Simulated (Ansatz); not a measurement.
**How the LA phonon frequency at L of zinc-blende InAs moves with the method**

No measured value is used here.

```csv
level (code),value (cm⁻¹),cell (Å³/atom)
LDA (Ansatz),151,27.35
PBE (Ansatz),143,29.59
RPBE (Ansatz),141,30.59
PBE-D3(BJ) (Ansatz),147,28.53
r²SCAN+rVV10 (Ansatz),153,28.13
r²SCANh (Ansatz),155,28.24
Hartree–Fock (Ansatz),166,29.43
```

LDA, PBE, RPBE, PBE-D3(BJ): the solid has no gap at this level, which affects its response. PBE-D3(BJ): the dispersion coefficients are held fixed in the derivatives. Each level is taken at its own relaxed cell. Cutoffs and k meshes differ between the levels. Ansatz's density-functional and Hartree–Fock values are scalar-relativistic unless marked +SOC, with PAW data made under PBE.

Ansatz is a quantum-chemistry and plane-wave program.
